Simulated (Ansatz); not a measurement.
# AlNH2 (singlet): wave-function methods side by side, 6-31G

An exercise on one series of results from a longer session: the logs are not shown, and one member is left open.

The runs use Ansatz 0.2.0, Gaussian basis; 6-31G, core rule «outside noble gas», up to 6 orbitals frozen.

Plan: UHF; CCSD(T) on RHF; BCCD(T) on RHF; CISD; CCSDT(Q) on RHF; CISDTQ; CCSDTQ on RHF; Full CI.

16 further runs of the same task are left out: 11 for a known fault of the program, 5 set aside as unsound or not needed.

## The system

The geometry is a PBE0/def2-TZVP stationary point (not a proven minimum) of the parent state, kept for this charge and spin.

4 atoms, charge 0, spin multiplicity 1.

Atoms are counted from 1 here; the program's logs count them from 0.

Bond lengths: Al1–N2 1.771 Å, N2–H3 1.007 Å, N2–H4 1.007 Å. Angles: Al1–N2–H3 124.1°, Al1–N2–H4 124.1°, H3–N2–H4 111.7°.

The first run:

File in.yaml:

```yaml
crystal:
  periodic: [false, false, false]
  atoms:
    - {symbol: Al, position_ang: [0.000000, 0.000000, 0.686473]}
    - {symbol: N, position_ang: [0.000000, 0.000000, -1.084932]}
    - {symbol: H, position_ang: [0.000000, 0.833405, -1.649784]}
    - {symbol: H, position_ang: [0.000000, -0.833405, -1.649784]}
basis:
  gaussian: {orbitals: 6-31G}
magnetization: {spin_polarized: true, initial_magnetization: 0}
hamiltonian: {xc: hf}
output: {orbitals: {seedname: orbitals}}
```

Command:

```sh
$ ansatz run in.yaml --threads 1 --pin off --events-out ev --progress --plain --max-ram 4096MiB --backend cpu
```

Among the steps run: UHF; CCSD(T) on RHF; BCCD(T) on RHF; CISD; CCSDT(Q) on RHF; CISDTQ; CCSDTQ on RHF; Full CI.

One table of the session follows, with a row left open; its other results are not shown here.

It belongs to the step «Misses and costs». 

```
   method  from FCI (meV)
      RHF         +4450.4
     RMP2          +614.1
     CISD          +420.4
    RCCSD          +105.6
 RCCSD(T)           +21.5
  BCCD(T)           +19.8
   RCCSDT           +13.6
   CISDTQ               ?
RCCSDT(Q)            -0.6
  RCCSDTQ            +0.6
      FCI               0
```

**Question.** Estimate the row for CISDTQ.

As computed: from FCI (meV): +22.9. In the column «from FCI (meV)» it lies between RCCSD(T) (+21.5) and RCCSD (+105.6).
